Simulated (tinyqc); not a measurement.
Orbital energy against energy difference: ionisation energy by orbital energies and by energy differences in the 6-31g basis, for LiH, spin multiplicity 1. Computed by the program tinyqc with PySCF. The cation is unrestricted; errors are against CCSD(T) in this basis, not against experiment.

Geometry (angstrom):

| atom | x | y | z |
|---|---|---|---|
| Li | 0.0000 | 0.0000 | 0.0000 |
| H | 0.0000 | 0.0000 | 1.5250 |

CCSD(T) difference in the same basis = 7.6774 eV

IP-EOM-CCSD = 7.6773 eV

First vertical ionisation energy (eV):

| method | -e(HOMO) | E(cation) - E | error of -e(HOMO) | error of the difference |
|---|---|---|---|---|
| HF | 8.2865 | 7.175529 | 0.6091 | -0.5019 |
| PBE | 4.4769 | 8.220298 | -3.2004 | 0.5429 |
| B3LYP | 5.4215 | 8.460206 | -2.2559 | 0.7828 |
| PBE0 | 5.5595 | 8.177998 | -2.1179 | 0.5006 |
| CAM-B3LYP | 6.9691 | 8.441134 | -0.7083 | 0.7637 |
| LC-wPBE | 8.2877 | 8.254882 | 0.6103 | 0.5775 |

Estimate the missing row, method = LDA.

Computed row:
```
method  -e(HOMO)  E(cation) - E  error of -e(HOMO)  error of the difference
LDA       4.4808       8.379507            -3.1966                   0.7021
```

Koopmans errs by +0.61 eV and Delta-HF by -0.50 eV: relaxation, 1.11 eV, lowers the value and the missing correlation difference works against it. The PBE level is off by -3.2 eV through the wrong tail of its potential, though its energy difference is off by +0.54 eV; exact exchange deepens the level, and among the orbital energies HF comes closest; among the differences PBE0 does.
